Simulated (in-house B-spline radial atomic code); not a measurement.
The numbers below are computed, except where a source is named.
Mg ion on Si atom: potential, deflection and energy transfer

The pair potential comes from two frozen, spherical free-atom densities (PBE, B-spline radial code, scalar-relativistic past argon): electrostatics plus the change in Thomas-Fermi kinetic and Dirac exchange energy where they overlap, the recipe behind the universal ZBL potential, which averages such potentials (from solid-state densities) over many pairs. It is written V = (Z1 Z2 e²/r) φ(r/a), with e² = 14.3996 eV·Å and a = 0.46850 Å/(Z1^0.23 + Z2^0.23); ZBL's fit is φ = 0.18175 e^(−3.1998x) + 0.50986 e^(−0.94229x) + 0.28022 e^(−0.4029x) + 0.02817 e^(−0.20162x). Where φ falls below 4e-4 it is continued as an exponential.

Masses 24.3 and 28.09 u.

```
x = r/a  φ, this pair    φ, ZBL
    0.1        0.9049    0.8928
   0.25        0.7872    0.7647
    0.5        0.6432    0.6096
      1        0.4516    0.4164
    1.5        0.3291    0.2995
      2        0.2444    0.2218
      3        0.1428    0.1292
      4       0.08852   0.08026
      5       0.05607   0.05224
    6.5       0.03017   0.02914
      8       0.01814   0.01705
     10          0.01  0.008778
     12      0.005333   0.00474
   14.5      0.002152  0.002328
     17     0.0007266  0.001212
```

Problem. At x = 5 the electrostatic, kinetic and exchange parts are 31.04, 204.82 and -27.08 eV. Find r, V and φ.

Solution. a = 0.46850/(1.7710 + 1.8349) = 0.12993 Å, so r = 0.64964 Å. V = 31.04 + 204.82 + (-27.08) = 208.78 eV. The bare repulsion is 12 × 14 × 14.3996/0.64964 = 3723.8 eV, so φ = 0.0561, +7.3 % against ZBL's 0.0522. The kinetic (Pauli) term is 98 % of V here.

Problem. The ion comes in at 0.3473 keV with impact parameter 0.6496 Å. The scattering integral gives a centre-of-mass angle of 54.11° and a closest approach of 6.636 a. What are the reduced energy, the energy passed on and the laboratory angles?

Solution. ε = E a M2/(Z1 Z2 e² (M1 + M2)) = 347.3 × 2.8797e-05 = 0.01. The most that one collision can pass on is γE with γ = 4 M1 M2/(M1 + M2)² = 0.9948. Here T = γE sin²(θ/2) = 0.9948 × 347.3 × 0.2069 = 71.48 eV. The ion turns by arctan(sin θ/(cos θ + M1/M2)) = 29.2°, and the struck atom leaves at (180° − θ)/2 = 62.9°. The closest approach is 0.862 Å. With ZBL the angle would be 53.59° and T = 70.2 eV.
